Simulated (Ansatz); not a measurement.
Saddle point of SiH4SF, doublet (SiH₃F ([F][SiH3]) + HS → SiH₂F ([F][SiH2]) + H₂S; bonds formed: H1–S4; bonds broken: H1–Si2), PBE0-D4/def2-TZVP structure:

```csv
atom,x (Å),y (Å),z (Å)
H1,-0.8610,-0.4311,-0.2339
Si2,0.8082,-0.2357,0.5507
F3,1.2193,1.2168,0.0233
S4,-2.0972,-0.1619,-1.0314
H5,0.7402,-0.2012,2.0335
H6,1.7936,-1.2227,0.0414
H7,-1.6031,1.0359,-1.3836
```

Energies are electronic, without zero-point energy. Barriers and step energies count from the start structure reached by relaxing down the imaginary mode; all methods use the PBE0-D4 structures, on which another method's saddle can fall below an end. Ansatz 0.2.0; basis: def2-TZVPP, with def2-QZVPP for the basis limit; cores frozen in the correlated methods; orbitals are unrestricted. B3LYP uses VWN-RPA correlation. Extrapolation: Hartree–Fock as exp(−7.88 √X), correlation as X^−2.97.

| method | barrier (kcal/mol) | step energy (kcal/mol) |
| --- | --- | --- |
| SPW92 | -7.90 | -6.57 |
| PBE-D4 | -1.93 | -2.97 |
| BLYP-D4 | 1.92 | 0.48 |
| r2SCAN-D4 | 1.93 | -0.44 |
| B97M-V | ? | 1.05 |
| PBE0-D4 | 2.55 | -0.51 |
| B3LYP-D4 | 5.09 | 2.13 |
| r2SCAN0-D4 | 5.09 | 1.15 |
| BHLYP-D4 | 10.71 | 5.32 |
| CAM-B3LYP-D4 | 7.67 | 3.21 |
| wB97X-V | 7.96 | 3.07 |
| wB97M-V | 8.16 | 2.63 |
| B2PLYP | ? | 3.28 |
| PBE-QIDH | ? | 1.76 |
| RPA on PBE | 11.61 | 5.26 |
| HF | 23.60 | 11.03 |
| MP2 | 9.63 | 2.06 |
| CCSD | 12.36 | 5.23 |
| CCSD(T) | 10.27 | 4.02 |

(1) Fill in the withheld barriers. (Judge from chemistry; the value comes from the calculation.)

The T1 diagnostic stays at or below 0.015. ⟨S²⟩ of the unrestricted Hartree–Fock references: 0.75 to 0.79 (a pure state has 0.75). The start structure is not quite a true minimum (one mode of 34i cm⁻¹).

Results:

(1) The calculation gives: B2PLYP 7.86; PBE-QIDH 7.20; B97M-V 3.51 kcal/mol. Each is the energy of the saddle less that of the start structure, by the same method.

For comparison, the barrier by CCSD(T) at an estimated basis limit (MP2 extrapolated from triple and quadruple zeta, plus CCSD(T) − MP2 in triple zeta) is 9.01 kcal/mol.

Radical steps of this kind take place in plasma deposition and etching.

Labels in which every atom is bracketed show which atoms are joined, not bond orders.

For scale, one of the runs: CCSD(T)/def2-TZVPP, 171 basis functions (an equivalent command: `ansatz run in.yaml --threads 4`). Hardware: 4 CPU threads, shared host. Wall time 35 s; peak host memory 3.4 GiB.
